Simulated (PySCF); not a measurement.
CH, CCSD(T): how much the basis matters

PySCF, UHF reference; doublet, unpaired electrons π ↑; De to H + C without counterpoise correction. Frozen cores follow the default of each basis and core potential.

```json
{"basis": "STO-3G", "relativity": "no relativity", "functions": "6", "Re (Å)": "1.179", "ωe (cm⁻¹)": "2910", "De (eV)": "3.48", "frozen orbitals": "1"}
{"basis": "def2-SVP", "relativity": "no relativity", "functions": "19", "Re (Å)": "1.132", "ωe (cm⁻¹)": "2890", "De (eV)": "3.38", "frozen orbitals": "1"}
{"basis": "aug-pcseg-1", "relativity": "no relativity", "functions": "32", "Re (Å)": "1.128", "ωe (cm⁻¹)": "2873", "De (eV)": "3.41", "frozen orbitals": "1"}
{"basis": "def2-TZVP", "relativity": "no relativity", "functions": "37", "Re (Å)": "1.124", "ωe (cm⁻¹)": "2843", "De (eV)": "3.47", "frozen orbitals": "1"}
{"basis": "pcseg-2", "relativity": "no relativity", "functions": "44", "Re (Å)": "1.119", "ωe (cm⁻¹)": "2870", "De (eV)": "3.55", "frozen orbitals": "1"}
{"basis": "def2-TZVPP", "relativity": "no relativity", "functions": "45", "Re (Å)": "1.121", "ωe (cm⁻¹)": "2848", "De (eV)": "3.54", "frozen orbitals": "1"}
{"basis": "def2-TZVPPD", "relativity": "no relativity", "functions": "54", "Re (Å)": "1.121", "ωe (cm⁻¹)": "2849", "De (eV)": "3.55", "frozen orbitals": "1"}
```

Q: How does each smaller set differ from the one with most functions, def2-TZVPPD?

A: STO-3G: +5.8 pm, +2.1 % in ωe, -0.07 eV in De; def2-SVP: +1.1 pm, +1.4 % in ωe, -0.17 eV in De; aug-pcseg-1: +0.7 pm, +0.8 % in ωe, -0.14 eV in De; def2-TZVP: +0.3 pm, -0.2 % in ωe, -0.08 eV in De; pcseg-2: -0.2 pm, +0.7 % in ωe, +0.00 eV in De; def2-TZVPP: +0.0 pm, -0.0 % in ωe, -0.01 eV in De. All at CCSD(T); the set with most functions is neither the basis-set limit nor always the best.

Correlated steps freeze 1 core orbital. Correlated levels converge slowly with the basis: in double zeta they bind strong bonds too weakly, by up to about 1 eV, and carry superposition errors of some tenths. STO-3G is very small, so such numbers show the basis as much as the molecule. The state is the lowest determinant that a PBE0 search found; another state may lie lower at other levels.
